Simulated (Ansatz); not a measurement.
## Ansatz (development build ahead of 0.2.0) run

```yaml
crystal:
  periodic: [false, false, false]
  atoms:
    - { symbol: C, position_ang: [0.00048, 0.0071, -1.30075] }
    - { symbol: C, position_ang: [-0.00514, 0.00466, -0.00721] }
    - { symbol: C, position_ang: [-0.0098, 0.00185, 1.30847] }
    - { symbol: H, position_ang: [-0.00554, -0.94252, -1.86888] }
    - { symbol: H, position_ang: [-0.0048, 0.92844, -1.87222] }
    - { symbol: H, position_ang: [-0.92937, 0.00659, 1.87614] }
    - { symbol: H, position_ang: [0.94666, -0.00082, 1.87625] }
basis:
  gaussian: { orbitals: def2-TZVP }
hamiltonian:
  xc: hf
correlation:
  method: mp2
  frozen_orbitals: { C: 1, H: 0 }
```

The input is written out in the form of the current development build from the run's settings.

The run gave:

* Converged: yes
* Reference energy: -115.90617 hartree
* Correlation energy: -0.46578 hartree
* Total energy: -116.37196 hartree
* Spin squared of the determinant: 0.000
